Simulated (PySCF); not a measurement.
**Telling isomers of C5H8O apart by NMR**

All values are calculated (PySCF): geometry: PBE0-D3(BJ)/def2-SVP, spin–spin couplings from B3LYP/pcJ-1 (spin–dipole term left out of most H,H and C,H couplings), shielding tensors at PBE0/pcSseg-1 (GIAO). Equivalent nuclei averaged, one computed conformer, no solvent, non-relativistic Hamiltonian.

Scale: TMS for ¹H (σ = 31.27 ppm) and ¹³C (σ = 184.41 ppm) (reference shieldings calculated alike). Multiplet labels drop J under 1 Hz and among equivalent protons, and merge close values. Unscaled 3J(H,H) run several per cent high. Shifts are as computed. Against solution values, carbons near 30 ppm lie about +2 ppm off and those near 130 ppm about +5 ppm. Of 1211 compounds with measured shifts, 218 miss one by over three times the rms of a fit or turn the order of signals round; such compounds aren't used in these exercises.

(1) Tabulate the signals of `C/C=C/C(C)=O`, `C=C/C=C/OC` and their relative energies.

(2) What is the quickest way to tell C/C=C/C(C)=O from C=C/C=C/OC?

Results:

(1) 
| SMILES | carbon types | δC | δH | E rel. (kcal/mol) |
| --- | --- | --- | --- | --- |
| C/C=C/C(C)=O | 1×C 2×CH 2×CH3 | 198.4, 150.7, 141.6, 26.2, 21.6 | 6.61 (dq, 1H), 6.03 (dq, 1H), 2.16 (s, 3H), 2.00 (dd, 3H) | 0.0 |
| C=C/C=C/OC | 3×CH 1×CH2 1×CH3 | 159.4, 141.6, 117.0, 108.8, 54.4 | 6.69 (d, 1H), 6.19 (dt, 1H), 5.29 (ddd, 1H), 5.17 (dd, 1H), 5.00 (ddd, 1H), 3.50 (s, 3H) | 25.2 |

Energies are electronic energies at PBE0/pcSseg-1 on these geometries, without zero-point or thermal terms, each for the one conformer computed, which needn't be the lowest.

(2) Both give the same number of carbon signals, but DEPT or the intensities differ. The first has a ketone carbonyl carbon (C) at 198.4 ppm, the second a terminal =CH2 carbon at 117.0 ppm. Their most deshielded carbons lie at 198.4 and 159.4 ppm.
